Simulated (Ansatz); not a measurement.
# HNO2 (SMILES O=NO): CCSD(T)/STO-3G

What is the vertical ionisation energy of HNO2 at CCSD(T)/STO-3G? 

Program for the calculation: Ansatz 0.2.0.

61 further runs of the same task are left out: 1 that didn't finish, 60 set aside as unsound or not needed.

**1. The structure to begin with**

HNO2 has 4 atoms, charge 0, and is taken as a singlet. As SMILES, `O=NO`. Geometry: relaxed at PBE0-D4/def2-TZVP.

Bond lengths: O1–N2 1.162 Å, N2–O3 1.397 Å, O3–H4 0.967 Å. Angles: O1–N2–O3 111.2°, N2–O3–H4 102.9°.

**2. A single-point energy at CCSD(T)/STO-3G**

The input, in.yaml:

```yaml
basis:
  gaussian:
    orbitals: STO-3G
crystal:
  periodic: [false, false, false]
  atoms:
    - {symbol: O, position_ang: [0.413650, 0.047230, 1.437260]}
    - {symbol: N, position_ang: [0.320150, -0.419400, 0.377370]}
    - {symbol: O, position_ang: [-0.362650, 0.434660, -0.492650]}
    - {symbol: H, position_ang: [-0.371140, -0.062490, -1.321980]}
correlation:
  method: ccsd_t
  frozen_orbitals: {H: 0, "N": 1, O: 1}
accuracy: high
scf:
  omitted_lower_state_checks: [cluster_reference, increment]
```

Command:

```sh
$ ansatz run in.yaml --threads 1 --pin off --max-ram 3480MiB --events-out events.jsonl --progress --plain --runs-dir runs
```

The program printed, shortened:

```text
Warning: RAYON_NUM_THREADS=1 ignored (pool sized by the plan → 1); use --threads N
Functional definition: HF
  name "HF"
[...]
275 factors; integrals over basis functions are off by at most 2.3e-8 eV
[...]
mean field -5494.11499291 eV, -201.9050019446 hartree, gradient 2.8e-8 eV, S^2 0.000000; 0 other end points of the search recorded, 0 dependent functions left out; unrestricted orbitals would lower it
3 core orbitals not correlated: weight in the atoms' cores, before any rotation towards them, 1.000 or more for the frozen orbitals, at most 0.000 for the correlated occupied ones
reference -5494.11499291 eV, -201.9050019446 hartree; 9, 9 occupied and 4, 4 virtual orbitals, 275 factors
second order -4.29244984 eV of doubles, -0.00000000 eV of singles
cycle   1  -4.68711919 eV  change   -3.9e-1 eV  update   8.7e-2
[...]
cycle  24  -5.04489733 eV  change   2.8e-10 eV  update  2.1e-10
perturbative correction -0.17167872 eV, -0.0063090766 hartree
Total energy: -5499.33156897 eV, -202.0967075786 hartree
Checks for a lower state left out: cluster_reference, increment
```

Run time: 0.12 s. Hardware: 1 thread of Intel Xeon 6975P-C (Granite Rapids), shared host.

**3. The doublet cation**

The input, job.yaml:

```yaml
crystal:
  periodic: [false, false, false]
  atoms:
    - {symbol: O, position_ang: [0.413650, 0.047230, 1.437260]}
    - {symbol: N, position_ang: [0.320150, -0.419400, 0.377370]}
    - {symbol: O, position_ang: [-0.362650, 0.434660, -0.492650]}
    - {symbol: H, position_ang: [-0.371140, -0.062490, -1.321980]}
basis:
  gaussian: {orbitals: STO-3G}
magnetization: {spin_polarized: true, initial_magnetization: 1}
scf: {omitted_lower_state_checks: [cluster_reference, increment]}
accuracy: high
correlation: {method: ccsd_t, frozen_orbitals: {H: 0, "N": 1, O: 1}}
total_charge: 1
```

Command:

```sh
$ ansatz run job.yaml --threads 1 --pin off --max-ram 3480MiB --events-out events.jsonl --progress --plain --runs-dir runs
```

The program printed, shortened:

```text
Warning: RAYON_NUM_THREADS=1 ignored (pool sized by the plan → 1); use --threads N
[... 2 set-up lines as earlier in the session ...]
[...]
275 factors; integrals over basis functions are off by at most 2.3e-8 eV
[...]
mean field -5486.25579249 eV, -201.6161816563 hartree, gradient 2.8e-8 eV, S^2 0.931116; 8 other end points of the search recorded, 0 dependent functions left out
3 core orbitals not correlated: weight in the atoms' cores, before any rotation towards them, 1.000 or more for the frozen orbitals, at most 0.000 for the correlated occupied ones
reference -5486.25579249 eV, -201.6161816563 hartree; 9, 8 occupied and 4, 5 virtual orbitals, 275 factors
second order -4.28707380 eV of doubles, -0.00000000 eV of singles
cycle   1  -4.66722027 eV  change   -3.8e-1 eV  update   1.2e-1
[...]
cycle  31  -5.53986475 eV  change  -1.4e-11 eV  update  7.6e-10
perturbative correction -0.21320211 eV, -0.0078350330 hartree
Total energy: -5492.00885935 eV, -201.8276029637 hartree
Checks for a lower state left out: cluster_reference, increment
```

Run time: 0.3 s. Hardware: 1 thread of Intel Xeon 6975P-C (Granite Rapids), shared host.

**4. Outcome**

Level: CCSD(T)/STO-3G, 3 core orbitals frozen.

| quantity | value |
| --- | --- |
| singlet HNO2: total energy | -202.09671 Eh |
| singlet HNO2: correlation energy (3 core orbitals frozen) | -191.7 mEh |
| singlet HNO2: (T) correction | -6.31 mEh |
| singlet HNO2: T1 diagnostic | 0.019 |
| doublet cation: total energy | -201.82760 Eh |
| doublet cation: correlation energy (3 core orbitals frozen) | -211.4 mEh |
| doublet cation: (T) correction | -7.84 mEh |
| doublet cation: ⟨S²⟩ of the reference determinant | 0.931 |
| doublet cation: T1 diagnostic | 0.054 |
| vertical ionisation energy (to the doublet cation) | 7.323 eV |

In words: The vertical ionisation energy comes to 7.32 eV (707 kJ/mol). In a minimal basis such a difference can be off by several eV, whatever the method. The restricted solution (singlet HNO2) is unstable to spin breaking: an unrestricted one lies lower. The triples (singlet HNO2) make up 3.3 % of the correlation energy. ⟨S²⟩ (doublet cation) is 0.93 where a pure doublet has 0.75: the reference is spin-contaminated. The T1 diagnostic (doublet cation) of 0.054 is above the customary mark for such species, so a single reference may not serve.
